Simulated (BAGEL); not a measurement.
# HF/6-31G(d) (density fitting with qzvpp-jkfit, spherical functions) run of C2H4F2O (SMILES FCOCF)

What is the energy change on altering one bond length of C2H4F2O at HF/6-31G* (density fitting with qzvpp-jkfit, spherical functions)? 

The calculation is run with BAGEL 1.2.2.

3 further runs of the same task are left out: 3 that didn't finish.

**1. Starting point**

The species is C2H4F2O (9 atoms), meant as a singlet with charge 0. As SMILES, `FCOCF`. Geometry: relaxed at PBE0-D4/def2-TZVP. This is one conformer, not always the lowest.

Bond lengths: F1–C2 1.375 Å, C2–O3 1.381 Å, O3–C4 1.381 Å, C4–F5 1.375 Å, C2–H6 1.094 Å, C2–H7 1.090 Å, C4–H8 1.094 Å, C4–H9 1.090 Å. Some angles: F1–C2–O3 110.4°, C2–O3–C4 114.8°, O3–C4–F5 110.4°, F1–C2–H6 107.3°, F1–C2–H7 108.3°, O3–C2–H6 111.9°, O3–C2–H7 107.0°, O3–C4–H8 111.9°, O3–C4–H9 107.0°, F5–C4–H8 107.3°.

**2. A single-point energy at HF/6-31G(d) (density fitting with qzvpp-jkfit, spherical functions)**

File input.json:

```json
{ "bagel" : [

{
  "title" : "molecule",
  "basis" : "6-31gs.json",
  "df_basis" : "qzvpp-jkfit",
  "angstrom" : "true",
  "geometry" : [
    { "atom" : "F", "xyz" : [   -1.734200,    0.805200,   -0.245200 ] },
    { "atom" : "C", "xyz" : [   -0.460700,    0.758500,   -0.762300 ] },
    { "atom" : "O", "xyz" : [    0.071100,   -0.508000,   -0.618700 ] },
    { "atom" : "C", "xyz" : [    0.447400,   -0.834700,    0.669300 ] },
    { "atom" : "F", "xyz" : [    1.603900,   -0.174500,    1.013000 ] },
    { "atom" : "H", "xyz" : [    0.132500,    1.512200,   -0.235900 ] },
    { "atom" : "H", "xyz" : [   -0.517700,    0.959900,   -1.832000 ] },
    { "atom" : "H", "xyz" : [   -0.316800,   -0.555400,    1.400900 ] },
    { "atom" : "H", "xyz" : [    0.648400,   -1.905900,    0.679800 ] }
  ]
},
{
  "title" : "hf",
  "charge" : 0
},
{
  "title" : "print",
  "file" : "orbitals.molden",
  "orbitals" : "true"
}

]}
```

The basis set 6-31G* is read from a file made from the Basis Set Exchange's data (not shown).

Run with:

```console
$ BAGEL_NUM_THREADS=1 BAGEL input.json > input.out
```

The log of the run:

```text
* using 1 threads per process

  ===============================================================
  ===============================================================

  *** Geometry ***

  { "atom" : "F", "xyz" : [     -3.277163,      1.521607,     -0.463361 ] },
  { "atom" : "C", "xyz" : [     -0.870597,      1.433357,     -1.440538 ] },
  { "atom" : "O", "xyz" : [      0.134360,     -0.959981,     -1.169174 ] },
  { "atom" : "C", "xyz" : [      0.845463,     -1.577354,      1.264794 ] },
  { "atom" : "F", "xyz" : [      3.030932,     -0.329757,      1.914293 ] },
  { "atom" : "H", "xyz" : [      0.250389,      2.857644,     -0.445786 ] },
  { "atom" : "H", "xyz" : [     -0.978311,      1.813948,     -3.461978 ] },
  { "atom" : "H", "xyz" : [     -0.598665,     -1.049554,      2.647317 ] },
  { "atom" : "H", "xyz" : [      1.225298,     -3.601629,      1.284636 ] },

  Number of auxiliary basis functions:      453

  Since a DF basis is specified, we compute 2- and 3-index integrals:
    o Being stored without compression. Storage requirement is 0.022 GB

  Number of basis functions:       78
  Number of electrons      :       42

    * METHOD: MOLECULE                             0.21

  *** RHF ***

  === Nuclear Repulsion ===
   193.1082387979

      * DIIS with orbital gradients will be used.

  === RHF iteration (6-31gs.json) ===
      0       -351.55659663          0.02219371           0.05
      1       -351.71493935          0.01306889           0.05
      2       -351.78109822          0.00148203           0.05
      3       -351.78254123          0.00022508           0.05
      4       -351.78258272          0.00009940           0.05
      5       -351.78258985          0.00002838           0.05
      6       -351.78259055          0.00000897           0.05
      7       -351.78259060          0.00000210           0.05
      8       -351.78259060          0.00000077           0.05
      9       -351.78259060          0.00000025           0.05
     10       -351.78259060          0.00000006           0.05
     11       -351.78259060          0.00000003           0.05
     12       -351.78259060          0.00000001           0.05
    * SCF iteration converged.

    * Permanent dipole moment:
           (   -0.001181,     0.007365,     0.009091) a.u.

    * METHOD: HF                                   0.80

    * METHOD: PRINT                                0.02

  ===============================================================
```

Run time: 1.1 s. Hardware: 1 thread of Arm Neoverse V1, shared host; peak memory 0.1 GiB.

**3. The distorted shape, same level**

File input.json:

```json
{ "bagel" : [

{
  "title" : "molecule",
  "basis" : "6-31gs.json",
  "df_basis" : "qzvpp-jkfit",
  "angstrom" : true,
  "geometry" : [
    { "atom" : "F", "xyz" : [      -1.717099,       0.744777,       0.075728 ] },
    { "atom" : "C", "xyz" : [      -0.443599,       0.698077,      -0.441372 ] },
    { "atom" : "O", "xyz" : [       0.088201,      -0.568423,      -0.297772 ] },
    { "atom" : "C", "xyz" : [       0.464501,      -0.895123,       0.990228 ] },
    { "atom" : "F", "xyz" : [       1.621001,      -0.234923,       1.333928 ] },
    { "atom" : "H", "xyz" : [       0.149601,       1.451777,       0.085028 ] },
    { "atom" : "H", "xyz" : [      -0.517700,       0.959900,      -1.832000 ] },
    { "atom" : "H", "xyz" : [      -0.299699,      -0.615823,       1.721828 ] },
    { "atom" : "H", "xyz" : [       0.665501,      -1.966323,       1.000728 ] }
  ]
},

{
  "title" : "hf"
},

{
  "title" : "print",
  "file" : "orbitals.molden",
  "orbitals" : true
}

]}
```

The basis set 6-31G* is read from a file made from the Basis Set Exchange's data (not shown).

Run with:

```console
$ BAGEL_NUM_THREADS=1 BAGEL input.json > input.out
```

The log of the run:

```text
* using 1 threads per process

  ===============================================================
  ===============================================================

  *** Geometry ***

  { "atom" : "F", "xyz" : [     -3.244847,      1.407425,      0.143105 ] },
  { "atom" : "C", "xyz" : [     -0.838281,      1.319174,     -0.834072 ] },
  { "atom" : "O", "xyz" : [      0.166676,     -1.074164,     -0.562708 ] },
  { "atom" : "C", "xyz" : [      0.877780,     -1.691537,      1.871260 ] },
  { "atom" : "F", "xyz" : [      3.063248,     -0.443940,      2.520759 ] },
  { "atom" : "H", "xyz" : [      0.282705,      2.743461,      0.160680 ] },
  { "atom" : "H", "xyz" : [     -0.978311,      1.813948,     -3.461978 ] },
  { "atom" : "H", "xyz" : [     -0.566349,     -1.163737,      3.253783 ] },
  { "atom" : "H", "xyz" : [      1.257615,     -3.715812,      1.891102 ] },

  Number of auxiliary basis functions:      453

  Since a DF basis is specified, we compute 2- and 3-index integrals:
    o Being stored without compression. Storage requirement is 0.022 GB

  Number of basis functions:       78
  Number of electrons      :       42

    * METHOD: MOLECULE                             0.21

  *** RHF ***

  === Nuclear Repulsion ===
   191.6948330999

      * DIIS with orbital gradients will be used.

  === RHF iteration (6-31gs.json) ===
      0       -351.50206320          0.02254682           0.06
      1       -351.66426450          0.01348670           0.05
      2       -351.73463907          0.00153571           0.05
      3       -351.73627001          0.00027631           0.05
      4       -351.73632623          0.00012371           0.05
      5       -351.73633785          0.00003113           0.05
      6       -351.73633871          0.00001098           0.05
      7       -351.73633879          0.00000248           0.05
      8       -351.73633880          0.00000089           0.05
      9       -351.73633880          0.00000031           0.05
     10       -351.73633880          0.00000008           0.05
     11       -351.73633880          0.00000004           0.05
     12       -351.73633880          0.00000001           0.05
     13       -351.73633880          0.00000000           0.05
    * SCF iteration converged.

    * Permanent dipole moment:
           (   -0.010050,     0.052877,    -0.129495) a.u.

    * METHOD: HF                                   0.86

    * METHOD: PRINT                                0.02

  ===============================================================
```

Wall time 1.2 s (1 thread of Arm Neoverse V1, shared host); peak memory 0.1 GiB.

**4. Outcome**

At HF/6-31G* (density fitting with qzvpp-jkfit, spherical functions):

| quantity | value |
| --- | --- |
| first shape: total energy | -351.78259 Eh |
| first shape: dipole moment | 0.03 D |
| first shape: HOMO energy | -13.60 eV |
| first shape: LUMO energy | 6.58 eV |
| first shape: HOMO–LUMO gap | 20.17 eV |
| distorted shape: total energy | -351.73634 Eh |
| distorted shape: dipole moment | 0.36 D |
| distorted shape: HOMO energy | -12.90 eV |
| distorted shape: LUMO energy | 5.18 eV |
| distorted shape: HOMO–LUMO gap | 18.08 eV |
| energy change with the C2–H7 bond stretched from 1.090 to 1.417 Å | 1.259 eV |

In words: With the C2–H7 bond stretched from 1.090 to 1.417 Å the energy rises by 1.26 eV (29 kcal/mol). The first shape isn't relaxed at this level, so the change isn't measured from a minimum.
